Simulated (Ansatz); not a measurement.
## Ansatz (development build ahead of 0.2.0) run

```yaml
crystal:
  periodic: [false, false, false]
  atoms:
    - { symbol: C, position_ang: [0.0, 0.0, 0.0] }
    - { symbol: C, position_ang: [0.0, 0.0, 1.58] }
basis:
  gaussian: { orbitals: def2-SVP }
hamiltonian:
  xc: hf
correlation:
  method: mp2
  frozen_orbitals: { C: 1 }
output:
  forces: true
```

The input is written out in the form of the current development build from the run's settings.

Results

```json
{
  "Converged": "yes",
  "Reference energy": "-75.32200 hartree",
  "Correlation energy": "-0.19613 hartree",
  "Total energy": "-75.51813 hartree",
  "Spin squared of the determinant": "0.000",
  "Stability test": "minimum among restricted orbitals"
}
```

Forces (eV/Å):
| atom | Fx | Fy | Fz |
| --- | --- | --- | --- |
| C1 | 0.000 | 0.000 | 4.836 |
| C2 | 0.000 | 0.000 | -4.836 |

Caution: bonds are stretched, where a single reference can fail; an unrestricted determinant lies well below; other determinants can give a lower correlated total.
